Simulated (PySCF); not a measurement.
**Ar, Ar⁺: ionisation energy in 6-31G***

Wanted: the ionisation energy of argon, up a ladder of methods.

The numbers are computed with PySCF 2.14.0 (unrestricted determinants in a Gaussian basis, no spin-orbit coupling in the energies), except any that are marked as measured or tabulated.

4 further runs of the same task are left out: 1 that didn't finish, 3 set aside as unsound or not needed.

### 1 The system

```
Element                                   : argon (Z = 18)
Basis                                     : 6-31G* (4s3p1d, 18 functions)
Hamiltonian                               : the non-relativistic Hamiltonian (point nucleus)
State 1                                   : Ar: [Ar], closed-shell 1S
State 2                                   : Ar⁺: [Ne] 3s2 3p5, 2P determinant
Methods                                   : UHF, MN15, M06-L, MP2, CCSD(T)
Core shells frozen in the correlated runs : valence: [Ne] (for Ar)
```

The outer shells:

Ar [Ar]
```
[Ne] core
3s [↑↓]
3p [↑↓][↑↓][↑↓]
```

Ar+ [Ne] 3s2 3p5
```
[Ne] core
3s [↑↓]
3p [↑↓][↑↓][↑ ]
```

One driver process ran all states and methods and kept the integrals in memory. Each run is shown as a PySCF script that sums up its settings (the driver passes frozen orbitals as a list and adds second-order terms of double hybrids); the logs are those of the runs themselves. The driver starts from symmetry-adapted Hartree-Fock orbitals, holds the occupation by maximum overlap and uses a logarithmic radial grid for functionals, so a plain start would take other cycles.

The driver's launch:

```
OMP_NUM_THREADS=1 python atomrun2.py TASK.json OUT
```

The integrals over 18 functions and the set-up took 0.03 s of CPU time.

### 2 Ar: the ladder of methods

#### UHF

The input, input.py:

```python
from pyscf import gto, scf, dft, mp, cc
import basis_set_exchange as bse
mol = gto.M(atom="Ar 0 0 0", charge=0, spin=0, symmetry="D2h",
            basis=gto.basis.parse(bse.get_basis("6-31G*", elements=["Ar"], fmt="nwchem", header=False)))
mf = scf.UHF(mol)
mf.irrep_nelec = {'Ag': (3, 3), 'B1u': (2, 2), 'B2u': (2, 2), 'B3u': (2, 2)}
mf.kernel()
```

#### MN15

input.py differs from the last one in:

```diff
@@ -4,3 +4,3 @@
             basis=gto.basis.parse(bse.get_basis("6-31G*", elements=["Ar"], fmt="nwchem", header=False)))
-mf = scf.UHF(mol)
+mf = dft.UKS(mol, xc="MN15")
 mf.irrep_nelec = {'Ag': (3, 3), 'B1u': (2, 2), 'B2u': (2, 2), 'B3u': (2, 2)}
```

#### M06-L

input.py differs from the last one in:

```diff
@@ -4,3 +4,3 @@
             basis=gto.basis.parse(bse.get_basis("6-31G*", elements=["Ar"], fmt="nwchem", header=False)))
-mf = dft.UKS(mol, xc="MN15")
+mf = dft.UKS(mol, xc="M06L")
 mf.irrep_nelec = {'Ag': (3, 3), 'B1u': (2, 2), 'B2u': (2, 2), 'B3u': (2, 2)}
```

#### MP2 (valence)

input.py differs from the last one in:

```diff
@@ -4,4 +4,5 @@
             basis=gto.basis.parse(bse.get_basis("6-31G*", elements=["Ar"], fmt="nwchem", header=False)))
-mf = dft.UKS(mol, xc="M06L")
+mf = scf.UHF(mol)
 mf.irrep_nelec = {'Ag': (3, 3), 'B1u': (2, 2), 'B2u': (2, 2), 'B3u': (2, 2)}
 mf.kernel()
+mp.UMP2(mf, frozen=5).kernel()
```

#### CCSD(T) (valence)

input.py differs from the last one in:

```diff
@@ -7,2 +7,3 @@
 mf.kernel()
-mp.UMP2(mf, frozen=5).kernel()
+mycc = cc.CCSD(mf, frozen=5).run()
+mycc.ccsd_t()
```

### 3 Ar⁺, method by method

#### UHF

The input, input.py:

```python
from pyscf import gto, scf, dft, mp, cc
import basis_set_exchange as bse
mol = gto.M(atom="Ar 0 0 0", charge=1, spin=1, symmetry="D2h",
            basis=gto.basis.parse(bse.get_basis("6-31G*", elements=["Ar"], fmt="nwchem", header=False)))
mf = scf.UHF(mol)
mf.irrep_nelec = {'Ag': (3, 3), 'B1u': (2, 2), 'B2u': (2, 2), 'B3u': (2, 1)}
mf.kernel()
```

#### MN15

input.py differs from the last one in:

```diff
@@ -4,3 +4,3 @@
             basis=gto.basis.parse(bse.get_basis("6-31G*", elements=["Ar"], fmt="nwchem", header=False)))
-mf = scf.UHF(mol)
+mf = dft.UKS(mol, xc="MN15")
 mf.irrep_nelec = {'Ag': (3, 3), 'B1u': (2, 2), 'B2u': (2, 2), 'B3u': (2, 1)}
```

#### M06-L

input.py differs from the last one in:

```diff
@@ -4,3 +4,3 @@
             basis=gto.basis.parse(bse.get_basis("6-31G*", elements=["Ar"], fmt="nwchem", header=False)))
-mf = dft.UKS(mol, xc="MN15")
+mf = dft.UKS(mol, xc="M06L")
 mf.irrep_nelec = {'Ag': (3, 3), 'B1u': (2, 2), 'B2u': (2, 2), 'B3u': (2, 1)}
```

#### MP2 (valence)

input.py differs from the last one in:

```diff
@@ -4,4 +4,5 @@
             basis=gto.basis.parse(bse.get_basis("6-31G*", elements=["Ar"], fmt="nwchem", header=False)))
-mf = dft.UKS(mol, xc="M06L")
+mf = scf.UHF(mol)
 mf.irrep_nelec = {'Ag': (3, 3), 'B1u': (2, 2), 'B2u': (2, 2), 'B3u': (2, 1)}
 mf.kernel()
+mp.UMP2(mf, frozen=5).kernel()
```

#### CCSD(T) (valence)

input.py differs from the last one in:

```diff
@@ -7,2 +7,3 @@
 mf.kernel()
-mp.UMP2(mf, frozen=5).kernel()
+mycc = cc.CCSD(mf, frozen=5).run()
+mycc.ccsd_t()
```

**Question.** What will these runs give?

**Answer**, as computed:

| quantity | value |
| --- | --- |
| ionisation energy, Ar | UHF 14.659, CCSD(T) (valence) 15.223 eV; reference 15.819 |

Accuracy against cost (mean over 1 difference):

| method | mean absolute miss against the measured value (with the measured fine structure taken into account where it is known) (eV) | CPU time, both states (s) |
| --- | --- | --- |
| UHF | 1.160 | 0.07 |
| MN15 | 0.007 | 0.3 |
| M06-L | 0.107 | 0.28 |
| MP2 (valence) | 0.477 | 0.07 |
| SCS-MP2 (valence) | 0.558 | 0.07 |
| CCSD (valence) | 0.604 |  |
| CCSD(T) (valence) | 0.596 | 0.17 |

**Reading.** MN15 lands nearest to the measured value (off by 0.01 eV); UHF misses by most (1.16 eV). Hartree-Fock falls short because the species with more electrons holds more correlation energy, which it lacks. All values hold for this basis alone; no basis-set limit was taken. The dearest level timed, MN15, costs 4.3 times the cheapest, UHF, and differs from the measured value (with the measured fine structure taken into account where it is known) by 0.01 against 1.16 eV.
